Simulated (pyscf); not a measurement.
## Four-centre exchange: F–WH(F)(F)(F)–F + ammonia (NH₃) → H₂N–W(F)(F)(F)(F)–F + hydrogen (H₂)

Gas phase, singlet surface, charge 0. Bonds broken: W2–H7, N8–H9. Bonds formed: W2–N8, H7–H9. Optimised with ωB97X-D3(BJ)/def2-SVP in PySCF.

Transition state (Å):

```xyz
11

F      0.6632    -1.2269     0.5794
W     -0.8411    -0.1388     0.3503
F     -0.6742    -0.7514    -1.4035
F     -2.6443    -0.3567    -0.1096
F     -1.4501    -1.1493     1.7802
F     -0.2384     0.9983     1.7025
H      0.6790     0.7595    -0.3916
N     -1.3324     1.7350    -0.3855
H      0.0025     1.3549    -0.6488
H     -1.2113     2.5618     0.1930
H     -2.1277     1.7804    -1.0196
```

One imaginary mode, 1208i cm⁻¹; descent along it reached the two sides named, in the forms told below.

```tsv
bond	change	reactant side (Å)	saddle	product side
W2–H7	breaks	1.686	1.915	3.7
N8–H9	breaks	1.021	1.413	5.1
W2–N8	forms	2.268	2.072	1.929
H7–H9	forms	2.431	0.937	0.759
```

Electronic energies relative to the separated reactants (kcal/mol):

```csv
level,barrier,reaction energy,reverse barrier
ωB97X-D3(BJ)/def2-TZVP,12.5,-26.7,39.2
PBE/def2-TZVP,9.3,-24.7,34.0
r²SCAN/def2-TZVP,7.2,-27.4,34.6
B3LYP-D3(BJ)/def2-TZVP,13.0,-26.3,39.2
PBE0-D3(BJ)/def2-TZVP,9.5,-24.6,34.1
M06-2X/def2-TZVP,12.6,-26.6,39.2
ωB97M-D3(BJ)/def2-TZVP,14.4,-23.7,38.1
HF/def2-TZVP,32.0,-20.9,52.8
```

With ωB97M-D3(BJ)/def2-TZVP energies and thermal terms (ideal gas, 1 atm, RRHO with modes under 100 cm⁻¹ raised to 100, one conformer, R ln 2 for chiral ones without a mode under 150 cm⁻¹), in kcal/mol:

| T (K) | ΔH‡ | ΔG‡ | ΔH | ΔG |
|---|---|---|---|---|
| 298 | 12.7 | 24.7 | -27.5 | -25.2 |
| 600 | 13.1 | 36.8 | -25.9 | -23.6 |
| 900 | 13.9 | 48.5 | -24.6 | -22.7 |
| 1200 | 14.7 | 60.0 | -23.8 | -22.2 |

On the reactant side the descent ends in an adduct with a N–W contact, 29.9 kcal/mol under the separated species and 42.4 kcal/mol under the saddle at ωB97X-D3(BJ)/def2-TZVP. What is counted as formed (N–W) is already present as a longer contact in the reactant adduct; forming that adduct is a step of its own. At the saddle there is also a short H–W contact that neither side keeps. One saddle was located; it need not be the lowest between these sides. Elements past Kr carry the def2 core potentials, without spin-orbit coupling.
